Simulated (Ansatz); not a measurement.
## Which is lower?

The two ends of one reaction step of SiNH9O, closed shell (PBE0-D4/def2-TZVP).

A:

Si1  (-1.635, -0.510, -0.421)
H2  (-0.784, 0.379, -1.258)
H3  (-0.859, -1.647, 0.128)
H4  (-2.378, 0.245, 0.611)
H5  (-2.644, -1.091, -1.359)
H6  (1.286, 0.473, 0.925)
N7  (0.387, 0.598, 1.383)
H8  (1.215, 0.178, -1.309)
O9  (2.147, 0.226, -1.066)
H10  (0.294, 1.581, 1.608)
H11  (0.409, 0.091, 2.258)
H12  (2.562, -0.522, -1.501)
(Å)

B:

```csv
atom,x (Å),y (Å),z (Å)
Si1,-1.3759,-0.7980,0.7173
H2,0.0565,1.6932,-2.3199
H3,-0.9232,-2.0051,1.4536
H4,-2.7378,-0.4387,1.2047
H5,-1.4569,-1.0744,-0.7379
H6,1.5052,-0.0238,-0.0302
N7,-0.1661,0.4264,0.9479
H8,0.6408,1.3054,-2.0552
O9,2.2654,-0.0467,-0.6363
H10,-0.2834,1.2871,0.4302
H11,0.0966,0.6436,1.8990
H12,2.3787,-0.9690,-0.8731
```

Program: Ansatz 0.2.0. Basis: def2-TZVPP. Cores are frozen in the correlated methods. B3LYP uses VWN-RPA correlation.

Q: Which structure is lower at CCSD(T), and by how much? (Judge from chemistry; the value comes from the calculation.)

A: By the calculation: B, by 16.8 kJ/mol (electronic energy, against the other). By their contacts, A is a complex of SiH₄ + H₂O + NH₃ and B is a complex of SiNH₅ ([NH2][SiH3]) + H₂O + H₂.

All methods give the same order:

| method | E(B) − E(A) (kJ/mol) |
| --- | --- |
| SPW92 | -12.7 |
| PBE-D4 | -15.8 |
| BLYP-D4 | -20.3 |
| r2SCAN-D4 | -19.9 |
| B97M-V | -11.8 |
| PBE0-D4 | -15.1 |
| B3LYP-D4 | -18.9 |
| r2SCAN0-D4 | -18.3 |
| BHLYP-D4 | -17.4 |
| CAM-B3LYP-D4 | -18.8 |
| wB97X-V | -17.1 |
| wB97M-V | -16.6 |
| B2PLYP | -20.2 |
| PBE-QIDH | -18.2 |
| RPA on PBE | -15.8 |
| HF | -15.3 |
| MP2 | -24.0 |
| CCSD | -15.4 |
| CCSD(T) | -16.8 |

The T1 diagnostic stays at or below 0.010.

Labels in which every atom is bracketed show which atoms are joined, not bond orders.

For scale, one of the runs: CCSD(T)/def2-TZVPP, 230 basis functions, launched by `ansatz run in.yaml --threads 4 --pin off --events-out ev --progress --plain --max-ram 9574MiB`. The run took 110 s on 4 CPU threads of an Intel Xeon (shared host), with 3.9 GiB of host memory at its peak.
